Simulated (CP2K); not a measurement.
# H2O2 (hydrogen peroxide) at HF/def2-TZVPP

Aim: the energy change on altering one bond length of H2O2 (hydrogen peroxide) at HF/def2-TZVPP, from 2 runs. 

Program for the calculation: CP2K 2026.2.

1 further run of the same task is left out (set aside as unsound or not needed).

## 1. The structure to begin with

H2O2: 4 atoms, total charge 0, spin state singlet. SMILES: `OO`. The coordinates come from a PBE0-D4/def2-TZVP relaxation.

Bond lengths: O1–O2 1.426 Å, O1–H3 0.965 Å, O2–H4 0.965 Å. Angles: O1–O2–H4 101.1°, O2–O1–H3 101.1°.

## 2. A single-point energy at HF/def2-TZVPP

File job.inp:

```
&GLOBAL
 PROJECT_NAME job
 RUN_TYPE ENERGY
 PRINT_LEVEL MEDIUM
&END

&FORCE_EVAL
 METHOD QUICKSTEP
 &DFT
  BASIS_SET_FILE_NAME ./def2_tzvpp.basis
  POTENTIAL_FILE_NAME POTENTIAL
  CHARGE 0
  MULTIPLICITY 1
  &QS
   METHOD GAPW
   EPS_DEFAULT 1.0E-10
  &END
  ! plane-wave cutoff in Ry
  &MGRID
   CUTOFF 280
   REL_CUTOFF 50
   NGRIDS 4
  &END
  ! cluster boundary conditions
  &POISSON
   PERIODIC NONE
   POISSON_SOLVER MULTIPOLE
  &END
  &SCF
   SCF_GUESS ATOMIC
   EPS_SCF 1.0E-07
   MAX_SCF 80
   ADDED_MOS 10
   &DIAGONALIZATION
    ALGORITHM STANDARD
   &END
   &MIXING
    METHOD DIRECT_P_MIXING
    ALPHA 0.4
   &END
  &END
  &XC
   &XC_FUNCTIONAL NONE
   &END
   &HF
    FRACTION 1
    &SCREENING
     EPS_SCHWARZ 1.0E-10
     SCREEN_ON_INITIAL_P F
    &END
    &INTERACTION_POTENTIAL
     POTENTIAL_TYPE COULOMB
    &END
    &MEMORY
     MAX_MEMORY 1050
    &END
   &END
  &END
  &PRINT
   &MOMENTS
    PERIODIC F
    REFERENCE COM
    MAX_MOMENT 1
   &END
   &MO ON
    ENERGIES T
    OCCUPATION_NUMBERS T
    NDIGITS 6
    &EACH
     QS_SCF 0
    &END
    ADD_LAST NUMERIC
   &END
   &LOWDIN ON
   &END
   &HIRSHFELD OFF
   &END
  &END
 &END
 ! structure
 &SUBSYS
  &CELL
   ABC [angstrom] 7.7 9.1 8.2
   PERIODIC NONE
  &END
  &COORD
   O     -0.486800    -0.581100     0.030600
   O      0.048300     0.728400     0.206900
   H      0.186400    -1.117000     0.467400
   H      0.252100     0.969800    -0.704900
  &END
  &TOPOLOGY
   &CENTER_COORDINATES
   &END
  &END
  &KIND O
   BASIS_SET def2-TZVPP
   POTENTIAL ALL
   LEBEDEV_GRID 194
   RADIAL_GRID 100
  &END
  &KIND H
   BASIS_SET def2-TZVPP
   POTENTIAL ALL
   LEBEDEV_GRID 194
   RADIAL_GRID 100
  &END
 &END
&END
```

Launch:

```
$ OMP_NUM_THREADS=1 cp2k.psmp job.inp > job.out
```

The program printed:

```text
CP2K| version string:                                       CP2K version 2026.2
[...]
 GLOBAL| Method name                                                        CP2K
[...]
 GLOBAL| Run type                                                         ENERGY
[...]
 DFT| Spin restricted Kohn-Sham (RKS) calculation                            RKS
 DFT| Multiplicity                                                             1
[...]
 DFT| Charge                                                                   0
[...]
 QS| Method:                                                                GAPW
[...]
 QS| Density cutoff [a.u.]:                                                140.0
[...]
 QS| Relative density cutoff [a.u.]:                                        25.0
[...]
                             - Atoms:                                          4
[...]
                             - Spherical basis functions:                     90
[...]
 Number of electrons:                                                         18
[...]
     1 P_Mix/Diag. 0.40E+00    2.7     0.24314055      -150.8450901957 -1.51E+02
[...]
    16 DIIS/Diag.  0.97E-07    0.3     0.00000002      -150.8454332995 -1.42E-13
  *** SCF run converged in    16 steps ***
[...]
  Overlap energy of the core charge distribution:               0.00000008864928
  Self energy of the core charge distribution:               -148.64118837347587
  Core Hamiltonian energy:                                    -12.13019519861959
  Hartree energy:                                              37.86518940157395
  Exchange-correlation energy:                                  0.00000000000000
  Hartree-Fock Exchange energy:                               -17.10966735692280
[...]
                     Mulliken Population Analysis
 #  Atom  Element  Kind  Atomic population                           Net charge
       1     O        1          8.251535                             -0.251535
       2     O        1          8.251451                             -0.251451
       3     H        2          0.748435                              0.251565
       4     H        2          0.748580                              0.251420
 # Total charge                             18.000000                  0.000000
[...]
  Dipole moment [Debye]
    X=  0.1609407E+01 Y= -0.5416516E+00 Z= -0.8709318E+00  Total=      1.9084286
 ENERGY| Total FORCE_EVAL ( QS ) energy [hartree]           -150.845433299543515
[...]
```

Run time: 9 s. Hardware: 1 thread of AMD EPYC 7R43 (Zen 3), shared host; peak memory 0.46 GiB.

## 3. The distorted shape, same level

File molecule.xyz:

```xyz
4

O     -1.025388    -0.152357    -0.318858
O     -0.490288     1.157143    -0.142558
H      0.186400    -1.117000     0.467400
H     -0.286488     1.398543    -1.054358
```

File molecule.inp:

```
&FORCE_EVAL
  METHOD Quickstep
  &DFT
    BASIS_SET_FILE_NAME ./def2_tzvpp.basis
    POTENTIAL_FILE_NAME POTENTIAL
    &QS
      METHOD GAPW
      EPS_DEFAULT 1.0E-10
    &END QS
    &MGRID
      CUTOFF 280
      REL_CUTOFF 50
      NGRIDS 4
    &END MGRID
    &POISSON
      PERIODIC NONE
      POISSON_SOLVER MULTIPOLE
    &END POISSON
    &SCF
      SCF_GUESS ATOMIC
      EPS_SCF 1.0E-07
      MAX_SCF 100
      ADDED_MOS 3
      &DIAGONALIZATION
        ALGORITHM STANDARD
      &END DIAGONALIZATION
      &MIXING
        METHOD DIRECT_P_MIXING
        ALPHA 0.4
      &END MIXING
    &END SCF
    &XC
      &XC_FUNCTIONAL NONE
      &END XC_FUNCTIONAL
      &HF
        FRACTION 1
        &SCREENING
          EPS_SCHWARZ 1.0E-10
        &END SCREENING
        &MEMORY
          MAX_MEMORY 1050
        &END MEMORY
      &END HF
    &END XC
    &PRINT
      &MOMENTS
        PERIODIC F
        REFERENCE COM
        MAX_MOMENT 1
      &END MOMENTS
      &MO ON
        ENERGIES T
        OCCUPATION_NUMBERS T
        NDIGITS 6
        &EACH
          QS_SCF 0
        &END EACH
        ADD_LAST NUMERIC
      &END MO
      &LOWDIN ON
      &END LOWDIN
      &HIRSHFELD OFF
      &END HIRSHFELD
    &END PRINT
  &END DFT
  &SUBSYS
    &CELL
      ABC 8.2 9.5 8.5
      PERIODIC NONE
    &END CELL
    &TOPOLOGY
      COORD_FILE_NAME molecule.xyz
      COORD_FILE_FORMAT XYZ
      &CENTER_COORDINATES
      &END CENTER_COORDINATES
    &END TOPOLOGY
    &KIND O
      BASIS_SET def2-TZVPP
      POTENTIAL ALL
      LEBEDEV_GRID 194
      RADIAL_GRID 100
    &END KIND
    &KIND H
      BASIS_SET def2-TZVPP
      POTENTIAL ALL
      LEBEDEV_GRID 194
      RADIAL_GRID 100
    &END KIND
  &END SUBSYS
&END FORCE_EVAL
&GLOBAL
  PROJECT molecule
  RUN_TYPE ENERGY
  PRINT_LEVEL MEDIUM
&END GLOBAL
```

Launch:

```
$ OMP_NUM_THREADS=1 cp2k.psmp -i molecule.inp > molecule.out 2>&1
```

The program printed:

```text
CP2K| version string:                                       CP2K version 2026.2
[...]
 GLOBAL| Method name                                                        CP2K
[...]
 GLOBAL| Run type                                                         ENERGY
[...]
 DFT| Spin restricted Kohn-Sham (RKS) calculation                            RKS
 DFT| Multiplicity                                                             1
[...]
 DFT| Charge                                                                   0
[...]
 QS| Method:                                                                GAPW
[...]
 QS| Density cutoff [a.u.]:                                                140.0
[...]
 QS| Relative density cutoff [a.u.]:                                        25.0
[...]
                             - Atoms:                                          4
[...]
                             - Spherical basis functions:                     90
[...]
 Number of electrons:                                                         18
[...]
     1 P_Mix/Diag. 0.40E+00    4.1     0.24253228      -150.4259809938 -1.50E+02
[...]
    26 DIIS/Diag.  0.22E-06    0.7     0.00000010      -150.6714871266 -3.98E-13
  *** SCF run converged in    26 steps ***
[...]
  Overlap energy of the core charge distribution:               0.00000004432218
  Self energy of the core charge distribution:               -148.64118837347587
  Core Hamiltonian energy:                                    -12.70035788543865
  Hartree energy:                                              38.55500625426311
  Exchange-correlation energy:                                  0.00000000000000
  Hartree-Fock Exchange energy:                               -16.85023560962009
[...]
                     Mulliken Population Analysis
 #  Atom  Element  Kind  Atomic population                           Net charge
       1     O        1          8.272218                             -0.272218
       2     O        1          8.218023                             -0.218023
       3     H        2          0.757059                              0.242941
       4     H        2          0.752701                              0.247299
 # Total charge                             18.000000                  0.000000
[...]
  Dipole moment [Debye]
    X=  0.1893333E+01 Y= -0.5685730E+00 Z= -0.6964805E+00  Total=      2.0959654
 ENERGY| Total FORCE_EVAL ( QS ) energy [hartree]           -150.671487126648657
[...]
```

Wall time 19 s (1 thread of AMD EPYC 7R43 (Zen 3), shared host); peak memory 0.49 GiB.

## 4. What came out

Level: HF/def2-TZVPP.

```
                                                         quantity          value
                                        first shape: total energy  -150.84543 Eh
                                       first shape: dipole moment         1.91 D
                                         first shape: HOMO energy      -13.10 eV
                                         first shape: LUMO energy        3.63 eV
                                       first shape: HOMO–LUMO gap       16.73 eV
                                    distorted shape: total energy  -150.67149 Eh
                                   distorted shape: dipole moment         2.10 D
                                     distorted shape: HOMO energy      -11.49 eV
                                     distorted shape: LUMO energy       -0.09 eV
                                   distorted shape: HOMO–LUMO gap       11.40 eV
energy change with the O1–H3 bond stretched from 0.965 to 1.737 Å       4.733 eV
```

What this shows: With the O1–H3 bond stretched from 0.965 to 1.737 Å the energy rises by 4.73 eV (109 kcal/mol). The first shape isn't relaxed at this level, so the change isn't measured from a minimum. A restricted reference can't describe the breaking bond well at this length.
